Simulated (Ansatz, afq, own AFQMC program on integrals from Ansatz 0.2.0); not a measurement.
## AlH$_{4}$⁺, singlet in 6-31G along one coordinate

```yaml
atoms:
  - { symbol: Al, position_ang: [0.0000, 0.0000, -0.1186] }
  - { symbol: H, position_ang: [0.0000, -0.3848, 1.9224] }
  - { symbol: H, position_ang: [0.0000, 0.3848, 1.9224] }
  - { symbol: H, position_ang: [0.0000, 1.5369, -0.3348] }
  - { symbol: H, position_ang: [0.0000, -1.5369, -0.3348] }
```

The Al1–H5 distance is changed with both sides rigid. Energies in kcal/mol count from this geometry (1.552 Å) at the same level; the start stands on RHF, each point on the determinant named.

Basis 6-31G. Noble-gas cores (and the filled d shells of Ga–Kr and In–Xe) are frozen. Integrals, coupled cluster, full CI and functionals: Ansatz 0.2.0; the random walks run on the same integrals in our own AFQMC program. The CISD trial takes its coefficients from CCSD amplitudes. Released means that phaseless walkers are propagated on without the constraint, phases kept. Error bars are statistical, one sigma.

Cautions, each for one point or more: cluster runs in doubt by the program's own checks; restricted determinant unstable towards unrestricted; strong correlation; the next higher spin lies close; unrestricted determinant spin contaminated.

```tsv
r(Al1–H5) / Å	det.	T1	weight	⟨S²⟩	CCSD(T)	ph-AFQMC/CISD	released AFQMC	FCI	CCSDT(Q)	r2SCAN	B3LYP
1.250	RHF	0.008	0.96	pure	28.3	28.3 ± 0.02	28.3 ± 0.01	28.3	28.3	27.0	26.4
1.863	RHF	0.011	0.94	pure	8.5	8.5 ± 0.03	8.4 ± 0.01	8.4	8.4	10.3	10.4
2.422	RHF	0.019	0.87	pure	39.7	39.6 ± 0.04	39.5 ± 0.03	39.4	39.4	47.6§	47.8
3.484	UHF‡	0.021	0.92	0.98	66.4	65.3 ± 0.03	65.1 ± 0.02	65.0	65.1	72.5§	75.3§
5.300	UHF	0.016	0.95	1.01	68.1	68.1 ± 0.02	68.1 ± 0.01	68.1	68.1	76.6§	79.2§
```

Weight is that of the determinant in the CISD state; at the start T1 is 0.009 and the weight 0.95. A double dagger marks points where the walks on two determinants ended up to 1.5 kcal/mol apart; the lower is shown. Symmetry can't show for every point that it stays on the start's state. § marks a functional whose ⟨S²⟩ is too high by over 0.1. Largest departures from full CI: CCSD(T) 1.4 kcal/mol at 3.484 (on UHF), ph-AFQMC/CISD 0.3 kcal/mol at 3.484 (on UHF), released AFQMC 0.1 kcal/mol at 2.422 (on RHF), CCSDT(Q) 0.0 kcal/mol at 3.484 (on UHF). The functionals aren't scored here. In this small basis the wave-function levels are far from their limit, so their gap to the functionals isn't the functionals' error.

Some points may be missing: those where a free walk finds a much lower state, and past Zn most of those on another determinant than at the start.

CCSDT and higher add their correlation energy to the determinant of the CCSD(T) run, since their own runs factorise the integrals more tightly (a shift of under 2 meV). A walk keeps the symmetry of its determinant, which the program's search chose and which needn't be the lowest solution, so a lower state of the same spin and another symmetry isn't excluded. Released energies are given only where the last usable release times agree within the noise; a slower fall can still hide under it.
